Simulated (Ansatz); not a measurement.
# CH4BCl: the cost of one run

Program: Ansatz 0.2.0. Level of theory: RKS BLYP-D4/def2-SVP. These are calculated values, not measurements.

### 1 The starting structure

Bond lengths: B1–Cl2 2.060 Å, B1–C4 1.600 Å, C4–H5 1.110 Å, C4–H6 1.110 Å, C4–H7 1.110 Å. Angles: Cl2–B1–C4 155.3°, B1–C4–H5 109.5°, B1–C4–H6 109.5°, B1–C4–H7 109.5°, H5–C4–H6 109.4°, H5–C4–H7 109.4°, H6–C4–H7 109.4°.

Structure file:

```xyz
7

B     0.0000    0.0000    0.0000
Cl    1.1911    0.0000    1.6808
H     1.3757    0.0000   -0.1988
C    -1.3856    0.0000   -0.8000
H    -1.9458   -0.9305   -0.5708
H    -1.9898    0.8797   -0.4946
H    -1.1839    0.0508   -1.8903
```

### 2 Pulling towards end A

Springs on the bonds that form and break draw the guess towards this end; the thresholds are loose.

The input, input.yaml:

```yaml
crystal:
  periodic: [false, false, false]
  atoms:
    - { symbol: B, position_ang: [0.0, 0.0, 0.0] }
    - { symbol: Cl, position_ang: [1.1911, 0.0, 1.6808] }
    - { symbol: H, position_ang: [1.3757, 0.0, -0.1988] }
    - { symbol: C, position_ang: [-1.3856, 0.0, -0.8] }
    - { symbol: H, position_ang: [-1.9458, -0.9305, -0.5708] }
    - { symbol: H, position_ang: [-1.9898, 0.8797, -0.4946] }
    - { symbol: H, position_ang: [-1.1839, 0.0508, -1.8903] }
basis:
  gaussian: { orbitals: def2-SVP }
hamiltonian:
  xc: blyp
  dispersion: d4
relax:
  f_tol: 0.15
  max_steps: 25
  restrain:
    - { distance: [1, 2], at: 2.57, k: 30.0 }
    - { distance: [0, 1], at: 1.86, k: 30.0 }
    - { distance: [0, 2], at: 1.19, k: 30.0 }
```

Started as:

```
> ansatz run input.yaml --threads 1 --pin off --max-ram 2048MiB --backend cpu --events-out ev --progress --plain --runs-dir out
```

What time and memory should one allow on 1 thread of Arm Neoverse V1, shared host?

About 18 s, with a peak of 0.12 GiB.
